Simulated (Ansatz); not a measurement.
For Cs₂AgBiBr₆ (Fm-3m, No. 225), LDA (Ansatz, an electronic-structure program, PAW) gives:

| Item | Result |
|---|---|
| lattice parameter a | 10.996 Å |
| cohesive energy | 3.19 eV/atom |

What does PBE (Ansatz, PAW) give for the same quantities?


- lattice constant a: 11.478 Å (grows by 4.4 %)
- cohesive energy: 2.62 eV/atom (decreases by 0.57 eV/atom)

For comparison: lattice constant a 11.232 Å (measured, 298 K, copied from a table, unchecked, no zero-point or thermal correction; as tabulated in Journal of the American Chemical Society 139, 5015 (2017)).

Changes are worked out from the printed values.

Unless a cell is named, each level is at its own relaxed cell (LDA 33.24, PBE 37.80 Å³/atom).

Levels without +SOC leave out spin–orbit coupling, which shifts energies and cells of such heavy elements.

Ansatz's density-functional and Hartree–Fock values are scalar-relativistic unless marked +SOC, with PAW data made under PBE.
